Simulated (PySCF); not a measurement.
C2H5, SMILES [CH2]C (connectivity only; charge and spin as stated), charge +1, multiplicity 1.

Geometry optimised at PBE0-D3(BJ)/def2-TZVP. The geometry has at least one imaginary mode, so it is a saddle point at that level. The multiplicity is an assumed one; other spin states were not compared. The isomer is the one that the SMILES or the coordinates give; other isomers of the formula were not compared.

Computed with PBE0/def2-TZVPD (PySCF).

The molecule is in vacuum.

Problem. Estimate the frontier levels, gap, dipole moment and polarisability. (The exact figures need the calculation; the answer reports its results.)

Solution. 
The highest occupied level is -17.77 eV, the lowest empty level is -10.60 eV and the orbital gap is 7.17 eV. The dipole moment about the centre of nuclear charge is 0.95 D and the mean static polarisability is 21.6 bohr³ (3.20 Å³). The polarisability, principal values is 17.3, 20.0, 27.5 bohr³.
